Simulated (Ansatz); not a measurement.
C$_{3}$H$_{6}$O (`C=CCO`). Charge 0, multiplicity 1.

```xyz
10

C     0.175   -1.111   -1.072
C     0.262   -0.585    0.141
C     0.198    0.879    0.425
O    -0.844    1.201    1.326
H     0.062   -0.483   -1.951
H     0.222   -2.181   -1.237
H     0.368   -1.230    1.011
H     0.105    1.438   -0.516
H     1.118    1.211    0.915
H    -1.664    0.860    0.958
```

Give the diagnostics of a CCSD(T)/def2-TZVPP run (frozen core, the Gaussian-basis code of Ansatz). (Best estimate.)

Ansatz gave: T1 = 0.0106, largest single amplitude 0.019, largest double 0.069, (T) share of the correlation energy 3.9 %, 10 CCSD cycles. The RHF solution is stable towards an unrestricted one. T1 lies under the customary mark of 0.02 for closed shells.
